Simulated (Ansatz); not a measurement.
Input for Ansatz (a program for electronic structure): R-PBE/def2-TZVPP on ozone (SMILES O=[O+][O-]), atoms moved off the minimum.

Ansatz 0.2 input:
```yaml
crystal:
  periodic: [false, false, false]
  atoms:
    - {symbol: O, position_ang: [1.03844633, -0.29153687, 0.04291126]}
    - {symbol: O, position_ang: [-0.04026889, 0.50236069, -0.09487203]}
    - {symbol: O, position_ang: [-1.02742549, -0.25991569, -0.09718570]}
basis:
  gaussian:
    orbitals: def2-TZVPP
hamiltonian:
  xc: {name: PBE}
scf: {lower_state_search: off}
output: {forces: true}
```

It printed:

```
WARN ansatz: RAYON_NUM_THREADS=1 ignored (pool sized by the plan → 1); use --threads N
Functional definition: PBE
these checks for a lower state are left out or cut short: stability, starts, cluster_reference, orbital_swaps, neighbouring_geometries, increment
integrals: 0.01 GiB planned
453 factors; their error is unknown
mean field: 0.17 GiB planned
mean field evaluation 1: about -6126.0351 eV, gradient 5.8e1 eV
mean field evaluation 2: about -6078.0173 eV, gradient 1.6e2 eV
mean field evaluation 4: about -6122.7313 eV, gradient 6.3e1 eV
mean field evaluation 8: about -6130.9837 eV, gradient 1.2e-4 eV
mean field -6130.98371571 eV, -225.3094958224 hartree, gradient 1.4e-6 eV, S^2 0.000000; 0 other end points of the search recorded, 0 dependent functions left out
the calculation of the forces begins
reference -6130.98373257 eV, -225.3094964419 hartree; 12, 12 occupied and 81, 81 virtual orbitals, 453 factors
Total energy: -6130.98373257 eV, -225.3094964419 hartree
Atom 0 at     1.038446    -0.291537     0.042911 Å, force     0.583192     2.512023    -0.170037 eV/Å
Atom 1 at    -0.040269     0.502361    -0.094872 Å, force     1.905887    -3.804001     0.443079 eV/Å
Atom 2 at    -1.027425    -0.259916    -0.097186 Å, force    -2.489079     1.291979    -0.273042 eV/Å
Dipole moment:    -0.072313     0.167393    -0.018729 e Å
Checks for a lower state left out: stability, starts, cluster_reference, orbital_swaps, neighbouring_geometries, increment
```

The run converged.

Cost: roughly 0.9 core-seconds.
